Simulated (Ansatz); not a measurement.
Process, species as SMILES: C=CCC#N → [CH2]C=C + [C]#N (the C-C bond breaks)

Quantity: bond dissociation energy (enthalpy at 298 K), in kcal/mol. Conventions: 6-311+G** with 5d; no spin-orbit coupling; open shells spin-unrestricted; six Cartesian d functions in 6-31G* and its kin unless marked 5d; non-relativistic; no dispersion term unless named; LANL2DZ all-electron up to Ne. First-principles rows: single points at B3LYP-D3(BJ) geometries (Ansatz, a quantum-chemistry and plane-wave program), with unscaled harmonic terms from B3LYP/6-31G* (Ansatz) at its own minima.

```json
[
 {"level": "B3LYP/STO-3G", "program": "Ansatz", "bond dissociation energy (enthalpy at 298 K) (kcal/mol)": "109.6"},
 {"level": "B3LYP/3-21G", "program": "Ansatz", "bond dissociation energy (enthalpy at 298 K) (kcal/mol)": "107.5"},
 {"level": "B3LYP/LANL2DZ", "program": "Ansatz", "bond dissociation energy (enthalpy at 298 K) (kcal/mol)": "102.0"},
 {"level": "B3LYP/6-31G", "program": "Ansatz", "bond dissociation energy (enthalpy at 298 K) (kcal/mol)": "102.0"},
 {"level": "B3LYP/6-31G*", "program": "Ansatz", "bond dissociation energy (enthalpy at 298 K) (kcal/mol)": "103.0"},
 {"level": "B3LYP/6-31+G*", "program": "Ansatz", "bond dissociation energy (enthalpy at 298 K) (kcal/mol)": "101.4"},
 {"level": "B3LYP/6-31G**", "program": "Ansatz", "bond dissociation energy (enthalpy at 298 K) (kcal/mol)": "102.8"},
 {"level": "B3LYP/def2-SVP", "program": "Ansatz", "bond dissociation energy (enthalpy at 298 K) (kcal/mol)": "104.0"},
 {"level": "B3LYP/cc-pVDZ", "program": "Ansatz", "bond dissociation energy (enthalpy at 298 K) (kcal/mol)": "101.8"},
 {"level": "B3LYP/6-311+G**", "program": "Ansatz", "bond dissociation energy (enthalpy at 298 K) (kcal/mol)": "101.9"},
 {"level": "B3LYP/def2-TZVPD", "program": "Ansatz", "bond dissociation energy (enthalpy at 298 K) (kcal/mol)": "101.9"}
]
```

No value to compare with is used here. The 10 habitual levels span 101.4 (B3LYP/6-31+G*) to 109.6 kcal/mol (B3LYP/STO-3G); B3LYP/def2-TZVPD gives 101.9.

The sets are all those run for this method; left out are runs that failed, that the program found above a lower state of the same kind, or whose <S^2> lies over 0.5 above the pure value.
